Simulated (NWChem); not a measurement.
# One shape, several levels: C4H4O (SMILES c1ccoc1)

Aim: a comparison of 6 runs (PBE0/def2-SVP, B3LYP/def2-SVP, BHLYP/def2-SVP, SVWN5/def2-SVP, TPSS/def2-SVP, CCSD(T)/def2-SVP) of C4H4O. 

Program for the calculation: NWChem 7.3.0.

## 1. The system as given

C4H4O: 9 atoms, total charge 0, spin state singlet. SMILES: `c1ccoc1`. The C5–H9 distance was set to 1.616 Å, away from the relaxed value. At this shape a bond of the SMILES string is far longer than usual.

Bond lengths: C1–C2 1.427 Å, C2–C3 1.353 Å, C3–O4 1.351 Å, C1–C5 1.353 Å, O4–C5 1.351 Å, C1–H6 1.078 Å, C2–H7 1.078 Å, C3–H8 1.077 Å. Some angles: C1–C2–C3 106.0°, C2–C1–C5 106.0°, C2–C3–O4 110.5°, C3–O4–C5 107.0°, C1–C5–O4 110.5°, C1–C2–H7 127.6°, C3–C2–H7 126.5°, C2–C1–H6 127.6°, C5–C1–H6 126.5°, C2–C3–H8 133.4°. A long bond or contact: C5–H9 1.616 Å.

## 2. The energy at PBE0/def2-SVP (run 1)

File job.xyz:

```xyz
9

C      0.643772     0.691933    -0.361717
C      1.180272    -0.534267    -0.857317
C      0.362172    -1.510267    -0.400317
O     -0.638328    -0.982867     0.338683
C     -0.454628     0.355633     0.353183
H      1.026272     1.687633    -0.518617
H      2.056972    -0.667767    -1.470517
H      0.356072    -2.582067    -0.508417
H     -1.542600     1.212000     1.186300
```

File run.py:

```python
from ase.io import read
from ase.calculators.nwchem import NWChem

atoms = read('job.xyz')

calc = NWChem(
    label='job',
    theory='dft',
    memory='2200 mb',
    basis='def2-SVP',
    basispar='spherical bse',
    dft={'xc': 'pbe0', 'mult': '1', 'grid': 'fine', 'convergence': 'energy 1e-08', 'iterations': '100', 'mulliken': None, 'print': 'low'},
    task='energy',
)
atoms.calc = calc

e = atoms.get_potential_energy()
print(f"E = {e:.6f} eV")
```

Started as:

```
export ASE_NWCHEM_COMMAND="nwchem PREFIX.nwi > PREFIX.nwo"
python run.py
```

The program printed:

```text
E = -6245.311790 eV
```

The calculator wrote job.nwi:

```
title "job"

permanent_dir job

scratch_dir job

start job

geometry units angstrom nocenter noautosym noautoz
  C  6.4377200000000001e-01 6.9193300000000002e-01 -3.6171700000000001e-01
  C  1.1802720000000000e+00 -5.3426700000000005e-01 -8.5731700000000000e-01
  C  3.6217199999999999e-01 -1.5102670000000000e+00 -4.0031699999999998e-01
  O  -6.3832800000000001e-01 -9.8286700000000005e-01 3.3868300000000001e-01
  C  -4.5462799999999998e-01 3.5563299999999998e-01 3.5318300000000002e-01
  H  1.0262720000000001e+00 1.6876329999999999e+00 -5.1861699999999999e-01
  H  2.0569720000000000e+00 -6.6776700000000000e-01 -1.4705170000000001e+00
  H  3.5607200000000000e-01 -2.5820669999999999e+00 -5.0841700000000001e-01
  H  -1.5426000000000000e+00 1.2120000000000000e+00 1.1862999999999999e+00
end

memory 2200 mb

basis spherical bse noprint
   * library def2-SVP
end

dft
  xc pbe0
  mult 1
  grid fine
  convergence energy 1e-08
  iterations 100
  mulliken
  print low
end

task dft energy
```

job.nwo:

```text
Northwest Computational Chemistry Package (NWChem) 7.3.0
             --------------------------------------------------------

           Job information
           ---------------

    nwchem branch   = 7.3.0
    use scalapack   = T
    input           = job.nwi
    prefix          = job.
    data base       = job/job.db
    status          = startup
    nproc           =        1

           Memory information
           ------------------

[... 5 lines left out ...]
    hardfail = no
[... 38 lines left out ...]
            Nuclear Dipole moment (a.u.)
[... 88 lines left out ...]
         Total DFT energy =     -229.510976942199
[... 1 line left out ...]
           Coulomb energy =      268.756496681015
[... 1 line left out ...]
 Nuclear repulsion energy =      159.854803019186
[... 17 lines left out ...]
     -------------------------------------------
      Total Density - Lowdin Population Analysis
     -------------------------------------------

    Atom       Charge   Shell Charges
 -----------   ------   -------------------------------------------------------
    1 C    6     6.10   1.97  0.60  0.31  1.93  1.21  0.09
    2 C    6     6.08   1.97  0.60  0.30  1.93  1.20  0.09
    3 C    6     5.98   1.96  0.60  0.30  1.88  1.08  0.15
[... 5 lines of this table left out ...]
    9 H    1     0.91   0.49  0.41  0.02

 Task  times  cpu:       10.8s     wall:       10.8s
 Total times  cpu:       10.9s     wall:       10.9s
```

It took 12 s on 1 thread of Intel Xeon 6975P-C (Granite Rapids), shared host; peak memory 0.12 GiB.

## 3. A single-point energy at B3LYP/def2-SVP (run 2)

File nw.xyz:

```xyz
9

C      0.643772     0.691933    -0.361717
C      1.180272    -0.534267    -0.857317
C      0.362172    -1.510267    -0.400317
O     -0.638328    -0.982867     0.338683
C     -0.454628     0.355633     0.353183
H      1.026272     1.687633    -0.518617
H      2.056972    -0.667767    -1.470517
H      0.356072    -2.582067    -0.508417
H     -1.542600     1.212000     1.186300
```

File run.py:

```python
from ase.io import read
from ase.calculators.nwchem import NWChem

molecule = read('nw.xyz')

calc = NWChem(
    label='nw',
    theory='dft',
    memory='2200 mb',
    basis='def2-SVP',
    basispar='spherical bse',
    dft={'xc': 'b3lyp', 'mult': '1', 'grid': 'fine', 'convergence': 'energy 1e-08', 'iterations': '100', 'mulliken': None},
    task='energy',
)
molecule.calc = calc

print("Total energy (eV):", round(molecule.get_potential_energy(), 6))
print("dipole (e A):", molecule.get_dipole_moment().round(4))
```

Started as:

```
export ASE_NWCHEM_COMMAND="nwchem PREFIX.nwi > PREFIX.nwo"
python run.py
```

The program printed:

```text
Total energy (eV): -6252.516837
dipole (e A): [ 0.1145  0.0285 -0.0753]
```

The calculator wrote nw.nwi:

```
title "nw"

permanent_dir nw

scratch_dir nw

start nw

geometry units angstrom nocenter noautosym noautoz
  C  6.4377200000000001e-01 6.9193300000000002e-01 -3.6171700000000001e-01
  C  1.1802720000000000e+00 -5.3426700000000005e-01 -8.5731700000000000e-01
  C  3.6217199999999999e-01 -1.5102670000000000e+00 -4.0031699999999998e-01
  O  -6.3832800000000001e-01 -9.8286700000000005e-01 3.3868300000000001e-01
  C  -4.5462799999999998e-01 3.5563299999999998e-01 3.5318300000000002e-01
  H  1.0262720000000001e+00 1.6876329999999999e+00 -5.1861699999999999e-01
  H  2.0569720000000000e+00 -6.6776700000000000e-01 -1.4705170000000001e+00
  H  3.5607200000000000e-01 -2.5820669999999999e+00 -5.0841700000000001e-01
  H  -1.5426000000000000e+00 1.2120000000000000e+00 1.1862999999999999e+00
end

memory 2200 mb

basis spherical bse noprint
   * library def2-SVP
end

dft
  xc b3lyp
  mult 1
  grid fine
  convergence energy 1e-08
  iterations 100
  mulliken
end

task dft energy
```

nw.nwo:

```text
Northwest Computational Chemistry Package (NWChem) 7.3.0
             --------------------------------------------------------

           Job information
           ---------------

    nwchem branch   = 7.3.0
    use scalapack   = T
    input           = nw.nwi
    prefix          = nw.
    data base       = nw/nw.db
    status          = startup
    nproc           =        1

           Memory information
           ------------------

[... 5 lines left out ...]
    hardfail = no
[... 121 lines left out ...]
          Convergence on energy requested:  1.00D-08
[... 26 lines left out ...]
          Convergence Information
[... 30 lines left out ...]
 1-e energy   =    -623.517829
[... 42 lines left out ...]
      One electron energy =     -626.872251180120
[... 8 lines left out ...]
                       DFT Final Molecular Orbital Analysis
[... 667 lines left out ...]
     Multipole analysis of the density
     ---------------------------------

     L   x y z        total         alpha         beta         nuclear
     -   - - -        -----         -----         ----         -------
     0   0 0 0     -0.000000    -18.000000    -18.000000     36.000000

     1   1 0 0      0.216404     -6.675555     -6.675555     13.567515
[... 8 lines of this table left out ...]
     2   0 0 2    -22.311346    -32.438806    -32.438806     42.566266

 Task  times  cpu:       10.8s     wall:       10.8s
 Total times  cpu:       10.8s     wall:       10.8s
```

Wall time 12 s (1 thread of Intel Xeon 6975P-C (Granite Rapids), shared host); peak memory 0.12 GiB.

Runs 3 to 5 aren't shown in full; the table further down has their settings and results.

## 4. The energy at CCSD(T)/def2-SVP (run 6)

File mymol.nw:

```
start mymol
memory total 2200 mb

geometry units au noautosym nocenter noautoz
  C      1.21655277     1.30756387    -0.68354606
  C      2.23039083    -1.00961831    -1.62009433
  C      0.68440589    -2.85399101    -0.75648949
  O     -1.20626510    -1.85734945     0.64001811
  C     -0.85912241     0.67204897     0.66741914
  H      1.93937301     3.18916417    -0.98004409
  H      3.88711373    -1.26189675    -2.77887439
  H      0.67287856    -4.87939947    -0.96076889
  H     -2.91509152     2.29034806     2.24178210
end

basis spherical bse
  * library def2-SVP
end

scf
  thresh 1e-08
  maxiter 80
end

ccsd
  freeze core 5
  maxiter 60
end

task ccsd(t) energy
```

Started as:

```
nwchem mymol.nw > mymol.out
```

The program printed:

```text
[...]
  functions       =    90
[...]
  wavefunction    = RHF
[...]
         Total SCF energy =   -228.360663044009
      One-electron energy =   -626.157529430057
      Two-electron energy =    237.942074954943
 Nuclear repulsion energy =    159.854791431105
        Time for solution =      8.6s
[...]
 Total MP2 energy:           -229.075212773640629
[...]
             energy      energy      error      ampl     ampl      Block
                                                time     time      time
[...]
 Total CCSD energy:           -229.105421951719251
[...]
 Total CCSD+T(CCSD) energy:           -229.137471975848428
[...]
 Total CCSD(T) energy:                -229.136066476035467
[...]
```

It took 99 s on 1 thread of Intel Xeon 6975P-C (Granite Rapids), shared host; peak memory 0.29 GiB.

## 5. The series

```
run             level  integration grid  iteration cap  energy (Eh)  wall time
  1     PBE0/def2-SVP              fine            100  -229.510977       12 s
  2    B3LYP/def2-SVP              fine            100  -229.775758       12 s
  3    BHLYP/def2-SVP              fine            100  -229.629134       12 s
  4    SVWN5/def2-SVP              fine            100  -227.832584      8.4 s
  5     TPSS/def2-SVP              fine            100  -229.821876       15 s
  6  CCSD(T)/def2-SVP                 –             80  -229.136066       99 s
```

## 6. Outcome

| quantity | value |
| --- | --- |
| run 6: total energy | -229.13607 Eh |
| run 6: HOMO energy (Hartree–Fock orbitals) | -8.90 eV |
| run 6: LUMO energy (Hartree–Fock orbitals) | 3.26 eV |
| run 6: HOMO–LUMO gap (Hartree–Fock orbitals) | 12.16 eV |
| run 6: correlation energy (5 core orbitals frozen) | -775.4 mEh |
| run 6: (T) correction | -30.64 mEh |

Over runs 2, 3, 4, 5 the dipole moment (its size) runs from 0.54 D (SVWN5/def2-SVP) to 0.74 D (BHLYP/def2-SVP). Over runs 2, 3, 4, 5 the HOMO–LUMO gap runs from 4.21 eV (SVWN5/def2-SVP) to 8.17 eV (BHLYP/def2-SVP). Totals of different functionals can't be ranked against each other. All runs together took 2.6 min, the longest 99 s.
